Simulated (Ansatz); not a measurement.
## A ladder of methods for [SiH3]+ (SMILES [SiH3+])

[SiH3]+ has 4 atoms, charge +1, and is taken as a singlet. SMILES: `[SiH3+]`. The coordinates come from a PBE0-D4/def2-TZVP relaxation.

```xyz
4

Si    0.0000    0.0000    0.0000
H     0.6869    0.6754    1.1130
H    -0.1184   -1.4672   -0.0099
H    -0.5685    0.7917   -1.1031
```

Quantity: the energy change with the Si1–H3 bond stretched from 1.472 to 1.840 Å, in eV. The values are calculated.

```tsv
level	kind	program	value (eV)
HF/6-31G* (spherical functions) (restricted)	Hartree–Fock	Ansatz	1.03
CAM-B3LYP/6-31G* (spherical functions) (restricted)	range-separated hybrid	Ansatz	0.86
wB97M-V/6-31G* (spherical functions) (restricted)	range-separated hybrid	Ansatz	0.88
wB97X/6-31G* (spherical functions) (restricted)	range-separated hybrid	Ansatz	0.89
B2PLYP/6-31G* (spherical functions) (restricted)	double hybrid	Ansatz	0.87
BCCD(T)/6-31G* (spherical functions) (restricted)	coupled cluster or CI	Ansatz	0.80
CCSD/6-31G* (spherical functions) (restricted)	coupled cluster or CI	Ansatz	0.81
CCSDTQ/6-31G* (spherical functions) (restricted)	coupled cluster or CI	Ansatz	0.79
FCI/3-21G	exact in the basis	Ansatz	0.65
```

The first shape isn't each level's own minimum. The values span 0.65 to 1.03 eV. High-level rows in very small sets aren't better than simpler rows in larger ones.
